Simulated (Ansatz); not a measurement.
# CHOSi (doublet): from Hartree-Fock to the top rungs, def2-QZVPP

An exercise on one series of results from a longer session: the logs are not shown, and one member is left open.

Method: def2-QZVPP, core rule «outside noble gas», up to 7 orbitals frozen; program: Ansatz 0.2.0, Gaussian basis.

Plan: UHF; ROHF; CCSD(T) on UHF.

2 further runs of the same task are left out: 2 set aside as unsound or not needed.

### The system

The geometry is a PBE0/def2-TZVP stationary point (not a proven minimum).

4 atoms, charge 0, spin multiplicity 2.

Atoms are counted from 1 here; the program's logs count them from 0.

Bond lengths: C1–O2 1.127 Å, Si3–H4 1.529 Å.

The first run:

in.yaml reads:

```yaml
crystal:
  periodic: [false, false, false]
  atoms:
    - {symbol: C, position_ang: [0.000000, -0.024020, 2.154831]}
    - {symbol: O, position_ang: [0.000000, 0.064782, 1.031260]}
    - {symbol: Si, position_ang: [0.000000, -0.078311, -1.463067]}
    - {symbol: H, position_ang: [0.000000, 1.439987, -1.279434]}
basis:
  gaussian: {orbitals: "def2-QZVPP.json"}
magnetization: {spin_polarized: true, initial_magnetization: 1}
hamiltonian: {xc: hf}
output: {orbitals: {seedname: orbitals}}
```

On the command line:

```console
$ ansatz run in.yaml --threads 1 --pin off --events-out ev --progress --plain --max-ram 2393MiB
```

Steps of the session up to this table: UHF; ROHF; CCSD(T) on UHF.

One table of the session follows, with a row left open; its other results are not shown here.

```
  method  from UCCSD(T) (kcal/mol)
    ROHF                   +325.55
     UHF                         ?
    UMP2                    +27.57
   UCCSD                    +14.31
UCCSD(T)                         0
```

Q: Estimate the row for UHF from the others.

As computed: from UCCSD(T) (kcal/mol): +322.25. In the column «from UCCSD(T) (kcal/mol)» it lies between UMP2 (+27.57) and ROHF (+325.55).
